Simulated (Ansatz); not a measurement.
Ansatz (a first-principles code) input (B3LYP-D3(BJ)/def2-TZVP):

Ansatz 0.2 input:
```yaml
crystal:
  periodic: [false, false, false]
  atoms:
    - {symbol: N, position_ang: [0.00263079, 0.00150205, 0.36900491]}
    - {symbol: C, position_ang: [0.00339631, 1.38522928, -0.06543536]}
    - {symbol: C, position_ang: [1.19749666, -0.69632477, -0.06547556]}
    - {symbol: C, position_ang: [-1.20217131, -0.68963439, -0.04839455]}
    - {symbol: H, position_ang: [-0.00415039, 1.48850833, -1.16610490]}
    - {symbol: H, position_ang: [0.89147566, 1.89250279, 0.31476132]}
    - {symbol: H, position_ang: [-0.87633860, 1.89743154, 0.32734475]}
    - {symbol: H, position_ang: [1.28282323, -0.75494226, -1.16614821]}
    - {symbol: H, position_ang: [1.19556909, -1.71431502, 0.32727501]}
    - {symbol: H, position_ang: [2.08370014, -0.18578123, 0.31472119]}
    - {symbol: H, position_ang: [-1.30348316, -0.74773152, -1.14773870]}
    - {symbol: H, position_ang: [-2.08001233, -0.17417261, 0.34435879]}
    - {symbol: H, position_ang: [-1.20032911, -1.70763515, 0.34432918]}
basis:
  gaussian:
    orbitals: def2-TZVP
hamiltonian:
  xc: b3lyp
  dispersion: d3bj
phonons: {temperatures: {t_min: 298.15, t_max: 298.15, t_step: 100}}
```

Output:

```
Functional definition: B3LYP
integrals: 0.08 GiB planned
1091 factors; their error is unknown
mean field: 0.82 GiB planned
mean field evaluation 1: about -4738.4612 eV, gradient 6.9e1 eV
mean field evaluation 2: about -4725.5166 eV, gradient 9.9e1 eV
mean field evaluation 4: about -4749.5516 eV, gradient 5.7e0 eV
mean field evaluation 8: about -4749.6096 eV, gradient 3.7e-2 eV
mean field evaluation 16: about -4749.5849 eV, gradient 3.2e-5 eV
mean field -4749.58493208 eV, -174.5440268696 hartree, gradient 3.2e-5 eV, S^2 0.000000; 0 other end points of the search recorded, 0 dependent functions left out
the calculation of the forces begins
reference -4749.58521073 eV, -174.5440371097 hartree; 17, 17 occupied and 161, 161 virtual orbitals, 1091 factors
these checks for a lower state are left out or cut short: stability, starts, cluster_reference, orbital_swaps, neighbouring_geometries, increment
integrals: 0.08 GiB planned
1091 factors; their error is unknown
mean field: 0.82 GiB planned
mean field -4749.58476887 eV, -174.5440208717 hartree, gradient 2.2e-6 eV, S^2 0.000000; 0 other end points of the search recorded, 0 dependent functions left out
the calculation of the forces begins
reference -4749.58504752 eV, -174.5440311118 hartree; 17, 17 occupied and 161, 161 virtual orbitals, 1091 factors
these checks for a lower state are left out or cut short: stability, starts, cluster_reference, orbital_swaps, neighbouring_geometries, increment
integrals: 0.08 GiB planned
1091 factors; their error is unknown
mean field: 0.82 GiB planned
mean field evaluation 32: about -4749.5848 eV, gradient 1.7e-6 eV
mean field -4749.58476886 eV, -174.5440208714 hartree, gradient 2.2e-6 eV, S^2 0.000000; 0 other end points of the search recorded, 0 dependent functions left out
the calculation of the forces begins
reference -4749.58504750 eV, -174.5440311113 hartree; 17, 17 occupied and 161, 161 virtual orbitals, 1091 factors
these checks for a lower state are left out or cut short: stability, starts, cluster_reference, orbital_swaps, neighbouring_geometries, increment
integrals: 0.08 GiB planned
1091 factors; their error is unknown
mean field: 0.82 GiB planned
mean field -4749.58482218 eV, -174.5440228310 hartree, gradient 2.2e-6 eV, S^2 0.000000; 0 other end points of the search recorded, 0 dependent functions left out
the calculation of the forces begins
reference -4749.58510084 eV, -174.5440330716 hartree; 17, 17 occupied and 161, 161 virtual orbitals, 1091 factors
these checks for a lower state are left out or cut short: stability, starts, cluster_reference, orbital_swaps, neighbouring_geometries, increment
integrals: 0.08 GiB planned
1091 factors; their error is unknown
mean field: 0.82 GiB planned
mean field -4749.58480671 eV, -174.5440222624 hartree, gradient 2.2e-6 eV, S^2 0.000000; 0 other end points of the search recorded, 0 dependent functions left out
the calculation of the forces begins
reference -4749.58508534 eV, -174.5440325018 hartree; 17, 17 occupied and 161, 161 virtual orbitals, 1091 factors
these checks for a lower state are left out or cut short: stability, starts, cluster_reference, orbital_swaps, neighbouring_geometries, increment
integrals: 0.08 GiB planned
1091 factors; their error is unknown
mean field: 0.82 GiB planned
mean field -4749.58474701 eV, -174.5440200683 hartree, gradient 2.2e-6 eV, S^2 0.000000; 0 other end points of the search recorded, 0 dependent functions left out
the calculation of the forces begins
reference -4749.58502563 eV, -174.5440303076 hartree; 17, 17 occupied and 161, 161 virtual orbitals, 1091 factors
these checks for a lower state are left out or cut short: stability, starts, cluster_reference, orbital_swaps, neighbouring_geometries, increment
integrals: 0.08 GiB planned
[...]
mean field evaluation 224: about -4749.5849 eV, gradient 1.7e-6 eV
mean field -4749.58493045 eV, -174.5440268098 hartree, gradient 2.2e-6 eV, S^2 0.000000; 0 other end points of the search recorded, 0 dependent functions left out
the calculation of the forces begins
reference -4749.58520914 eV, -174.5440370514 hartree; 17, 17 occupied and 161, 161 virtual orbitals, 1091 factors
these checks for a lower state are left out or cut short: stability, starts, cluster_reference, orbital_swaps, neighbouring_geometries, increment
integrals: 0.08 GiB planned
1091 factors; their error is unknown
mean field: 0.82 GiB planned
mean field -4749.58486353 eV, -174.5440243504 hartree, gradient 2.2e-6 eV, S^2 0.000000; 0 other end points of the search recorded, 0 dependent functions left out
the calculation of the forces begins
reference -4749.58514213 eV, -174.5440345888 hartree; 17, 17 occupied and 161, 161 virtual orbitals, 1091 factors
these checks for a lower state are left out or cut short: stability, starts, cluster_reference, orbital_swaps, neighbouring_geometries, increment
integrals: 0.08 GiB planned
1091 factors; their error is unknown
mean field: 0.82 GiB planned
mean field -4749.58491125 eV, -174.5440261042 hartree, gradient 2.2e-6 eV, S^2 0.000000; 0 other end points of the search recorded, 0 dependent functions left out
the calculation of the forces begins
reference -4749.58518993 eV, -174.5440363454 hartree; 17, 17 occupied and 161, 161 virtual orbitals, 1091 factors
these checks for a lower state are left out or cut short: stability, starts, cluster_reference, orbital_swaps, neighbouring_geometries, increment
integrals: 0.08 GiB planned
1091 factors; their error is unknown
mean field: 0.82 GiB planned
mean field -4749.58489992 eV, -174.5440256877 hartree, gradient 2.2e-6 eV, S^2 0.000000; 0 other end points of the search recorded, 0 dependent functions left out
the calculation of the forces begins
reference -4749.58517853 eV, -174.5440359266 hartree; 17, 17 occupied and 161, 161 virtual orbitals, 1091 factors
these checks for a lower state are left out or cut short: stability, starts, cluster_reference, orbital_swaps, neighbouring_geometries, increment
integrals: 0.08 GiB planned
1091 factors; their error is unknown
mean field: 0.82 GiB planned
mean field -4749.58494549 eV, -174.5440273626 hartree, gradient 2.2e-6 eV, S^2 0.000000; 0 other end points of the search recorded, 0 dependent functions left out
the calculation of the forces begins
reference -4749.58522417 eV, -174.5440376038 hartree; 17, 17 occupied and 161, 161 virtual orbitals, 1091 factors
these checks for a lower state are left out or cut short: stability, starts, cluster_reference, orbital_swaps, neighbouring_geometries, increment
integrals: 0.08 GiB planned
1091 factors; their error is unknown
mean field: 0.82 GiB planned
mean field evaluation 256: about -4749.6108 eV, gradient 3.0e-4 eV
mean field -4749.58488341 eV, -174.5440250809 hartree, gradient 2.2e-6 eV, S^2 0.000000; 0 other end points of the search recorded, 0 dependent functions left out
the calculation of the forces begins
reference -4749.58516202 eV, -174.5440353197 hartree; 17, 17 occupied and 161, 161 virtual orbitals, 1091 factors
these checks for a lower state are left out or cut short: stability, starts, cluster_reference, orbital_swaps, neighbouring_geometries, increment
integrals: 0.08 GiB planned
1091 factors; their error is unknown
mean field: 0.82 GiB planned
mean field -4749.58486864 eV, -174.5440245382 hartree, gradient 2.2e-6 eV, S^2 0.000000; 0 other end points of the search recorded, 0 dependent functions left out
the calculation of the forces begins
reference -4749.58514731 eV, -174.5440347792 hartree; 17, 17 occupied and 161, 161 virtual orbitals, 1091 factors
these checks for a lower state are left out or cut short: stability, starts, cluster_reference, orbital_swaps, neighbouring_geometries, increment
integrals: 0.08 GiB planned
1091 factors; their error is unknown
mean field: 0.82 GiB planned
mean field -4749.58489046 eV, -174.5440253401 hartree, gradient 2.2e-6 eV, S^2 0.000000; 0 other end points of the search recorded, 0 dependent functions left out
the calculation of the forces begins
reference -4749.58516908 eV, -174.5440355791 hartree; 17, 17 occupied and 161, 161 virtual orbitals, 1091 factors
these checks for a lower state are left out or cut short: stability, starts, cluster_reference, orbital_swaps, neighbouring_geometries, increment
integrals: 0.08 GiB planned
1091 factors; their error is unknown
mean field: 0.82 GiB planned
mean field -4749.58494071 eV, -174.5440271868 hartree, gradient 2.2e-6 eV, S^2 0.000000; 0 other end points of the search recorded, 0 dependent functions left out
the calculation of the forces begins
reference -4749.58521936 eV, -174.5440374268 hartree; 17, 17 occupied and 161, 161 virtual orbitals, 1091 factors
these checks for a lower state are left out or cut short: stability, starts, cluster_reference, orbital_swaps, neighbouring_geometries, increment
integrals: 0.08 GiB planned
1091 factors; their error is unknown
mean field: 0.82 GiB planned
mean field evaluation 288: about -4749.5849 eV, gradient 7.8e-3 eV
mean field -4749.58489061 eV, -174.5440253457 hartree, gradient 2.2e-6 eV, S^2 0.000000; 0 other end points of the search recorded, 0 dependent functions left out
the calculation of the forces begins
reference -4749.58516926 eV, -174.5440355858 hartree; 17, 17 occupied and 161, 161 virtual orbitals, 1091 factors
these checks for a lower state are left out or cut short: stability, starts, cluster_reference, orbital_swaps, neighbouring_geometries, increment
integrals: 0.08 GiB planned
1091 factors; their error is unknown
mean field: 0.82 GiB planned
mean field -4749.58481765 eV, -174.5440226644 hartree, gradient 2.2e-6 eV, S^2 0.000000; 0 other end points of the search recorded, 0 dependent functions left out
the calculation of the forces begins
reference -4749.58509623 eV, -174.5440329020 hartree; 17, 17 occupied and 161, 161 virtual orbitals, 1091 factors
these checks for a lower state are left out or cut short: stability, starts, cluster_reference, orbital_swaps, neighbouring_geometries, increment
integrals: 0.08 GiB planned
1091 factors; their error is unknown
mean field: 0.82 GiB planned
mean field -4749.58486551 eV, -174.5440244231 hartree, gradient 2.2e-6 eV, S^2 0.000000; 0 other end points of the search recorded, 0 dependent functions left out
the calculation of the forces begins
reference -4749.58514422 eV, -174.5440346656 hartree; 17, 17 occupied and 161, 161 virtual orbitals, 1091 factors
these checks for a lower state are left out or cut short: stability, starts, cluster_reference, orbital_swaps, neighbouring_geometries, increment
integrals: 0.08 GiB planned
1091 factors; their error is unknown
mean field: 0.82 GiB planned
mean field -4749.58491116 eV, -174.5440261010 hartree, gradient 2.2e-6 eV, S^2 0.000000; 0 other end points of the search recorded, 0 dependent functions left out
the calculation of the forces begins
reference -4749.58518984 eV, -174.5440363421 hartree; 17, 17 occupied and 161, 161 virtual orbitals, 1091 factors
these checks for a lower state are left out or cut short: stability, starts, cluster_reference, orbital_swaps, neighbouring_geometries, increment
integrals: 0.08 GiB planned
1091 factors; their error is unknown
mean field: 0.82 GiB planned
mean field -4749.58490001 eV, -174.5440256912 hartree, gradient 2.2e-6 eV, S^2 0.000000; 0 other end points of the search recorded, 0 dependent functions left out
the calculation of the forces begins
reference -4749.58517863 eV, -174.5440359302 hartree; 17, 17 occupied and 161, 161 virtual orbitals, 1091 factors
Total energy: -4749.96476233 eV, -174.5579853740 hartree
Atom 0 at     0.002631     0.001502     0.369005 Å, force     0.000109    -0.000051     0.001458 eV/Å
Atom 1 at     0.003396     1.385229    -0.065435 Å, force     0.000079     0.000698    -0.000445 eV/Å
Atom 2 at     1.197497    -0.696325    -0.065476 Å, force     0.000448    -0.000263    -0.000364 eV/Å
Atom 3 at    -1.202171    -0.689634    -0.048395 Å, force    -0.000571    -0.000419    -0.000436 eV/Å
Atom 4 at    -0.004150     1.488508    -1.166105 Å, force    -0.000048    -0.000841     0.000216 eV/Å
Atom 5 at     0.891476     1.892503     0.314761 Å, force    -0.000380     0.000377    -0.000159 eV/Å
Atom 6 at    -0.876339     1.897432     0.327345 Å, force     0.000397     0.000269    -0.000133 eV/Å
Atom 7 at     1.282823    -0.754942    -1.166148 Å, force    -0.000686     0.000401     0.000273 eV/Å
Atom 8 at     1.195569    -1.714315     0.327275 Å, force     0.000454     0.000206    -0.000169 eV/Å
Atom 9 at     2.083700    -0.185781     0.314721 Å, force     0.000045    -0.000499    -0.000163 eV/Å
Atom 10 at    -1.303483    -0.747732    -1.147739 Å, force     0.000708     0.000461     0.000205 eV/Å
Atom 11 at    -2.080012    -0.174173     0.344359 Å, force    -0.000039    -0.000480    -0.000127 eV/Å
Atom 12 at    -1.200329    -1.707635     0.344329 Å, force    -0.000517     0.000141    -0.000157 eV/Å
Dipole moment:    -0.000714    -0.000412    -0.100733 e Å
Vibrations: 253.26 267.77 268.55 353.44 424.18 424.19 835.47 1059.35 1059.43 1071.22 1121.14 1121.29 1208.33 1306.77 1306.84 1442.68 1442.78 1481.75 1481.92 1483.33 1489.63 1500.56 1511.00 1511.15 2898.24 2898.30 2912.99 3055.13 3055.14 3059.47 3095.83 3100.26 3100.27 cm⁻¹, zero-point energy 3.260888 eV
```
